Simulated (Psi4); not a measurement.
# AlPH6 (SMILES [AlH3-][PH3+]), step by step

Aim: the energy (wB97M-V/def2-TZVPP), then the energy (CCSD(T)/def2-TZVPP) of AlPH6. 

The calculation is run with Psi4 1.11.

**1. Starting point**

AlPH6 has 8 atoms, charge 0, and is taken as a singlet. As SMILES, `[AlH3-][PH3+]`.

Bond lengths: Al1–P2 2.514 Å, Al1–H3 1.598 Å, Al1–H4 1.598 Å, Al1–H5 1.598 Å, P2–H6 1.410 Å, P2–H7 1.410 Å, P2–H8 1.410 Å. Some angles: Al1–P2–H6 118.4°, Al1–P2–H7 118.9°, Al1–P2–H8 119.6°, P2–Al1–H3 97.2°, P2–Al1–H4 96.8°, P2–Al1–H5 96.2°, H6–P2–H7 98.6°, H6–P2–H8 98.5°, H7–P2–H8 98.5°, H3–Al1–H4 118.7°.

**2. The energy at wB97M-V/def2-TZVPP (density fitting) (run 8)**

run.py

```python
import psi4

psi4.set_memory(3300000000)
psi4.set_num_threads(2)
psi4.set_output_file('psi4.out', False)

molecule = psi4.geometry("""
0 1
Al    -0.479150     0.141970    -1.372910
P      0.368240    -0.151840     0.975920
H      0.023330    -1.262290    -1.945470
H     -2.023630     0.309320    -0.998750
H      0.373310     1.453340    -1.702050
H      0.155240     0.891280     1.900110
H      1.750450    -0.337080     1.183110
H     -0.106190    -1.224860     1.757980
symmetry c1
""")

psi4.set_options({
    'basis': 'def2-TZVPP',
    'scf_type': 'df',
    'dft_radial_points': 99,
    'dft_spherical_points': 590,
    'dft_vv10_postscf': True,
})

E, wfn = psi4.energy('wb97m-v', return_wfn=True)
print(f'total energy {E:.8f} hartree = {E * 27.211386:.5f} eV')
for k, v in sorted(psi4.core.scalar_variables().items()):
    print(f'{k:45s} {v:18.10f}')
```

Run with:

```sh
python run.py
```

psi4.out:

```text
[...]
  Running in c1 symmetry.
[...]
  Nuclear repulsion =   87.012240122728485
[...]
  Multiplicity = 1
[...]
  Nalpha       = 17
  Nbeta        = 17
[...]
    Number of basis functions: 168
[...]
   @DF-RKS iter   1:  -587.39980020209998   -5.47317e-01   2.08506e-03 DIIS/ADIIS
[...]
   @DF-RKS iter   7:  -587.45085625762624   -1.23312e-07   3.63885e-07 DIIS
[...]
    Orbital Energies [Eh]
    ---------------------
    Doubly Occupied:
       1A    -77.426017     2A    -56.267903     3A     -6.777607
       4A     -4.889666     5A     -4.889663     6A     -4.886309
       7A     -4.254084     8A     -2.770995     9A     -2.765189
      10A     -2.765174    11A     -0.818398    12A     -0.539337
      13A     -0.539300    14A     -0.532433    15A     -0.408229
      16A     -0.373092    17A     -0.373033
[...]
  @DF-RKS Final Energy:  -587.31026370142831
   => Energetics <=
    Nuclear Repulsion Energy =             87.0122401227284854
    One-Electron Energy =                -985.5262179052153897
    Two-Electron Energy =                 344.2506103835453928
    DFT Exchange-Correlation Energy =     -33.1875882250882484
    Empirical Dispersion Energy =           0.0000000000000000
    VV10 Nonlocal Energy =                  0.1406919226013749
    Total Energy =                       -587.3102637014283118
[...]
 Multipole Moments:
 ------------------------------------------------------------------------------------
     Multipole            Electronic (a.u.)      Nuclear  (a.u.)        Total (a.u.)
 ------------------------------------------------------------------------------------
 L = 1.  Multiply by 2.5417464519 to convert [e a0] to [Debye]
 Dipole X            :          0.1968943            0.3468792            0.5437736
 Dipole Y            :         -0.1008897           -0.0899818           -0.1908715
 Dipole Z            :          0.5581533            0.9487238            1.5068772
 Magnitude           :                                                    1.6133197
[...]
```

On the terminal:

```text
total energy -587.31026370 hartree = -15981.52629 eV
CURRENT ENERGY                                   -587.3102637014
CURRENT REFERENCE ENERGY                         -587.3102637014
DD SOLVATION ENERGY                                 0.0000000000
DFT FUNCTIONAL TOTAL ENERGY                      -587.3102637014
DFT TOTAL ENERGY                                 -587.3102637014
DFT VV10 ENERGY                                     0.1406919226
DFT XC ENERGY                                     -33.1875882251
GRID ELECTRONS ALPHA                               17.0000002117
GRID ELECTRONS BETA                                17.0000002117
GRID ELECTRONS TOTAL                               34.0000004233
NUCLEAR REPULSION ENERGY                           87.0122401227
ONE-ELECTRON ENERGY                              -985.5262179052
PCM POLARIZATION ENERGY                             0.0000000000
PE ENERGY                                           0.0000000000
SCF ITERATION ENERGY                             -587.4508562576
SCF ITERATIONS                                      7.0000000000
SCF TOTAL ENERGY                                 -587.3102637014
TWO-ELECTRON ENERGY                               344.2506103835
XC GRID RADIAL POINTS                              99.0000000000
XC GRID SPHERICAL POINTS                          590.0000000000
XC GRID TOTAL POINTS                           446288.0000000000
```

Wall time 30 s (2 threads of Intel Xeon at 2.60GHz (Ice Lake), shared host); peak memory 2.4 GiB.

**3. A single-point energy at CCSD(T)/def2-TZVPP (density fitting, density fitting for correlation) (run 9)**

alh6p.py

```python
import psi4

psi4.set_memory('3300 MB')
psi4.set_num_threads(2)
psi4.set_output_file('psi4.out', False)

mol = psi4.geometry("""
0 1
Al    -0.90546227     0.26828442    -2.59442389
P      0.69587275    -0.28693601     1.84422152
H      0.04408731    -2.38538239    -3.67640548
H     -3.82410648     0.58453008    -1.88736397
H      0.70545366     2.74641457    -3.21640835
H      0.29336108     1.68427510     3.59068751
H      3.30787109    -0.63698888     2.23575388
H     -0.20067002    -2.31464994     3.32210073
units au
symmetry c1
""")

psi4.set_options({
    'scf_type': 'df',
    'num_frozen_docc': 10,
    'cc_type': 'df',
})

E, wfn = psi4.energy("ccsd(t)/def2-TZVPP", return_wfn=True)
print('E =', round(E, 9))
```

Run with:

```sh
python alh6p.py
```

psi4.out:

```text
[...]
  Running in c1 symmetry.
[...]
  Nuclear repulsion =   87.012240197002285
[...]
  Multiplicity = 1
[...]
  Nalpha       = 17
  Nbeta        = 17
[...]
    Number of basis functions: 168
[...]
   @DF-RHF iter   1:  -586.08315370841501   -6.02083e-01   1.61095e-03 ADIIS/DIIS
[...]
   @DF-RHF iter  10:  -586.14344997342516   -8.86757e-12   2.70880e-09 DIIS
[...]
    Orbital Energies [Eh]
    ---------------------
    Doubly Occupied:
       1A    -79.997982     2A    -58.429398     3A     -7.544394
       4A     -5.438822     5A     -5.438822     6A     -5.437939
       7A     -4.845881     8A     -3.161696     9A     -3.159505
      10A     -3.159502    11A     -0.911557    12A     -0.582153
      13A     -0.582116    14A     -0.570892    15A     -0.430349
      16A     -0.401463    17A     -0.401394
[...]
  @DF-RHF Final Energy:  -586.14344997342516
   => Energetics <=
    Nuclear Repulsion Energy =             87.0122401970022850
    One-Electron Energy =                -985.3236568361411400
    Two-Electron Energy =                 312.1679666657136636
    Total Energy =                       -586.1434499734252768
[...]
 Multipole Moments:
 ------------------------------------------------------------------------------------
     Multipole            Electronic (a.u.)      Nuclear  (a.u.)        Total (a.u.)
 ------------------------------------------------------------------------------------
 L = 1.  Multiply by 2.5417464519 to convert [e a0] to [Debye]
 Dipole X            :          0.2347130            0.3468792            0.5815922
 Dipole Y            :         -0.1148190           -0.0899818           -0.2048008
 Dipole Z            :          0.6632175            0.9487238            1.6119414
 Magnitude           :                                                    1.7258470
[...]
      * MP2 total energy:                  -586.413762644500
[...]
      * CCSD total energy:                 -586.464515145136
[...]
      * CCSD(T) total energy                -586.473927248747
[...]
```

On the terminal:

```text
E = -586.473927249
```

It took 65 s on 2 threads of Intel Xeon at 2.60GHz (Ice Lake), shared host; peak memory 0.43 GiB.

**4. Results**

| quantity | value |
| --- | --- |
| run 8, wB97M-V/def2-TZVPP: total energy | -587.31026 Eh |
| run 8, wB97M-V/def2-TZVPP: dipole moment | 4.10 D |
| run 8, wB97M-V/def2-TZVPP: HOMO energy | -10.15 eV |
| run 8, wB97M-V/def2-TZVPP: LUMO energy | 1.35 eV |
| run 8, wB97M-V/def2-TZVPP: HOMO–LUMO gap | 11.50 eV |
| run 9, CCSD(T)/def2-TZVPP: total energy | -586.47393 Eh |
| run 9, CCSD(T)/def2-TZVPP: HOMO energy (Hartree–Fock orbitals) | -10.92 eV |
| run 9, CCSD(T)/def2-TZVPP: LUMO energy (Hartree–Fock orbitals) | 2.52 eV |
| run 9, CCSD(T)/def2-TZVPP: HOMO–LUMO gap (Hartree–Fock orbitals) | 13.44 eV |
| run 9, CCSD(T)/def2-TZVPP: correlation energy (10 core orbitals frozen) | -330.5 mEh |
| run 9, CCSD(T)/def2-TZVPP: (T) correction | -9.41 mEh |
| run 9, CCSD(T)/def2-TZVPP: T1 diagnostic | 0.012 |

The triples (run 9, CCSD(T)/def2-TZVPP) make up 2.8 % of the correlation energy.
